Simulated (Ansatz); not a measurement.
## A ladder of methods for PF3 (phosphorus trifluoride)

PF3 has 4 atoms, charge 0, and is taken as a singlet. As SMILES, `FP(F)F`. Geometry: optimised at B3LYP/def2-SVP.

```
atom    x (Å)    y (Å)    z (Å)
   F   0.8508  -0.6764   0.8908
   P  -0.3044   0.3219   0.4014
   F  -1.0819  -0.7103  -0.5477
   F   0.5355   1.0649  -0.7446
```

Each level gives the dissociation energy of the P2–F1 bond into doublet PF2 and doublet F (shapes relaxed at B3LYP/def2-SVP, no zero-point term) (eV). The values are calculated.

```tsv
level	kind	program	value (eV)	CPU time (all runs)
HF/def2-TZVPP	Hartree–Fock	Ansatz	3.91	2.4 s
PBE/def2-TZVPP	GGA	Ansatz	5.76	3.6 s
r2SCAN/def2-TZVPP	meta-GGA	Ansatz	5.64	8.3 s
B3LYP/def2-TZVPP	global hybrid	Ansatz	5.51	4.6 s
PBE0-D4/def2-TZVPP	global hybrid	Ansatz	5.55	4.5 s
wB97M-V/def2-TZVPP	range-separated hybrid	Ansatz	5.79	15 s
B2PLYP/def2-TZVPP	double hybrid	Ansatz	5.61	8.6 s
RPA@PBE/def2-TZVPP	RPA	Ansatz	5.14	7.3 s
MP2/def2-TZVPP	perturbation theory	Ansatz	5.97	3.7 s
```

The values span 3.91 to 5.97 eV. Hartree–Fock misses the correlation of the electron pair that is broken and comes out low. Measured bond enthalpies also hold zero-point and thermal terms, a few tenths of an eV less. CPU times are rough (shared hosts, several kinds of processor): they show what a rung costs within a factor of a few.
